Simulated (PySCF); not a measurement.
# O2 (oxygen): USVWN5/aug-cc-pVTZ

What is the vertical electron affinity of O2 (oxygen) at USVWN5/aug-cc-pVTZ? The job is set up through a Python script.

The results are computed with PySCF 2.14.0.

1 further run of the same task is left out (set aside as unsound or not needed).

**1. Starting point**

O2 has 2 atoms, charge 0, and is taken as a triplet. As SMILES, `O=O`. The coordinates come from a PBE0-D4/def2-TZVP relaxation.

Bond lengths: O1–O2 1.193 Å.

**2. The energy at USVWN5/aug-cc-pVTZ**

run.py

```python
from pyscf import gto, dft

molecule = gto.Mole()
molecule.atom = '''
O        0.509550      -0.164850       0.262450
O       -0.509550       0.164850      -0.262450
'''
molecule.spin = 2
molecule.max_memory = 1860
molecule.basis = 'aug-cc-pvtz'
molecule.verbose = 4
molecule.build()

mf = dft.UKS(molecule)
mf.xc = 'svwn'
mf.conv_tol = 1e-10
mf.grids.level = 5
mf.kernel()
if not mf.converged:
    mf = mf.newton().run(mf.mo_coeff, mf.mo_occ)

energy = mf.e_tot
print('E(%s) = %.9f' % ('SVWN5', energy))
```

Launch:

```sh
$ OMP_NUM_THREADS=1 python run.py
```

Log:

```text
PySCF version 2.14.0

[INPUT] num. atoms = 2
[INPUT] num. electrons = 16
[INPUT] charge = 0
[INPUT] spin (= nelec alpha-beta = 2S) = 2
[INPUT] symmetry False subgroup None
[INPUT] Mole.unit = angstrom
[INPUT] Symbol           X                Y                Z      unit          X                Y                Z       unit  Magmom
[INPUT]  1 O      0.509550000000  -0.164850000000   0.262450000000 AA    0.962909946772  -0.311521351635   0.495958621392 Bohr   0.0
[INPUT]  2 O     -0.509550000000   0.164850000000  -0.262450000000 AA   -0.962909946772   0.311521351635  -0.495958621392 Bohr   0.0

nuclear repulsion = 28.3929930741585
number of shells = 26
number of NR pGTOs = 116
number of NR cGTOs = 92
basis = aug-cc-pvtz
ecp = {}

[... 36 lines left out ...]
WARN: HOMO -0.236232314451434 >= LUMO -0.236232338491272
[... 34 lines left out ...]
converged SCF energy = -149.32630850437  <S^2> = 2.0037477  2S+1 = 3.0024974
E(SVWN5) = -149.326308504
```

Wall time 6 s (1 thread of Arm Neoverse V1, shared host); peak memory 0.29 GiB.

**3. The doublet anion**

input.py

```python
from pyscf import gto, dft

molecule = gto.Mole()
molecule.atom = [
    ('O', (0.509550, -0.164850, 0.262450)),
    ('O', (-0.509550, 0.164850, -0.262450)),
]
molecule.charge = -1
molecule.verbose = 3
molecule.basis = 'aug-cc-pvtz'
molecule.spin = 1
molecule.max_memory = 1860
molecule.build()

calc0 = dft.UKS(molecule)
calc0.xc = 'svwn'
calc0.conv_tol = 1e-10
calc0.grids.level = 5
calc0.kernel()
if not calc0.converged:
    calc0 = calc0.newton().run(calc0.mo_coeff, calc0.mo_occ)

e_final = calc0.e_tot
print('E(%s) = %.9f' % ('SVWN5', e_final))
```

Launch:

```sh
$ OMP_NUM_THREADS=1 python input.py
```

Log:

```text
WARN: HOMO 0.0984612432558123 >= LUMO 0.0986342823509147

WARN: HOMO 0.156244789621943 >= LUMO 0.156801127606514

WARN: HOMO 0.162642464253357 >= LUMO 0.163226271147134

WARN: HOMO 0.156785429998328 >= LUMO 0.157532622164307

WARN: HOMO 0.155616067202595 >= LUMO 0.156488061846356

WARN: HOMO 0.155636329730937 >= LUMO 0.156504953617826

WARN: HOMO 0.155647604572461 >= LUMO 0.15651474100763

WARN: HOMO 0.155659797975313 >= LUMO 0.156526727324555

WARN: HOMO 0.155659406672727 >= LUMO 0.156526178209192

WARN: HOMO 0.155659263170172 >= LUMO 0.156526020165771

converged SCF energy = -149.325667642884  <S^2> = 0.75314862  2S+1 = 2.0031461
E(SVWN5) = -149.325667643
```

Run time: 7.5 s. Hardware: 1 thread of Arm Neoverse V1, shared host; peak memory 0.29 GiB.

**4. What came out**

At USVWN5/aug-cc-pVTZ:

| quantity | value |
| --- | --- |
| triplet O2: total energy | -149.32631 Eh |
| triplet O2: dipole moment | 0.00 D |
| triplet O2: HOMO energy (highest over α and β) | -6.82 eV |
| triplet O2: LUMO energy (lowest over α and β) | -4.76 eV |
| triplet O2: ⟨S²⟩ | 2.004 |
| doublet anion: total energy | -149.32567 Eh |
| doublet anion: HOMO energy (highest over α and β) | 4.24 eV |
| doublet anion: LUMO energy (lowest over α and β) | 4.26 eV |
| doublet anion: ⟨S²⟩ | 0.753 |
| vertical electron affinity (to the doublet anion) | -0.017 eV |

**Reading.** The anion lies 0.02 eV (0.4 kcal/mol) above the neutral: the electron isn't bound at this level, and such a value depends on the basis. The HOMO (doublet anion) lies at positive energy, 4.24 eV, as semi-local functionals often give for anions; only total energies tell whether the electron is bound.
